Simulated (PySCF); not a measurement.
**Threshold energies of CH in a plasma**

PBE0 in PySCF with def2-TZVPPD on every atom, for the lowest determinant that a PBE0 search found; no spin–orbit coupling.

```
species  state (unpaired electrons)  Re (Å)  ωe (cm⁻¹)  energy of the minimum from the neutral (eV)  De (eV)  dissociates to
     CH               doublet (π ↑)   1.124       2849                                         0.00     3.60           H + C
    CH⁺      singlet (closed shell)   1.140       2803                                        10.99     4.11          H + C⁺
    CH⁻              triplet (π ↑↑)   1.139       2625                                        -1.19     3.65          H + C⁻
```

Work out the lowest energy to break CH into atoms, from its vibrational ground state.

D0 = De − ωe/2 = 3.60 − 0.18 = 3.42 eV (PBE0/def2-TZVPPD).

Work out the ionisation energy of the C atom at this level and the threshold of dissociative ionisation.

IE(C) = 10.99 + 4.11 − 3.60 = 11.50 eV, so H + C⁺ + e⁻ appears at D0 + IE(C) = 14.92 eV (PBE0/def2-TZVPPD). The measured IE(C) is 11.26 eV (NIST ASD).

Work out the electron affinity of the C atom and the threshold of dissociative attachment.

EA(C) = 3.60 − 3.65 − (-1.19) = 1.14 eV, so H + C⁻ needs D0 − EA(C) = 2.28 eV (PBE0/def2-TZVPPD). The measured EA(C) is 1.262 eV.

These are thermodynamic thresholds; the onsets seen under electron impact lie higher where the geometry changes, and cross-sections peak well above them.

For an ion De counts to the pair picked by the measured ionisation energies or electron affinities, which need not be the lowest pair at this level. The highest Kohn–Sham level is positive in this anion. Much of that is self-interaction error, but it also means that the finite basis helps to hold the extra electron. States were picked by a PBE0 search and need not be the measured ground states.
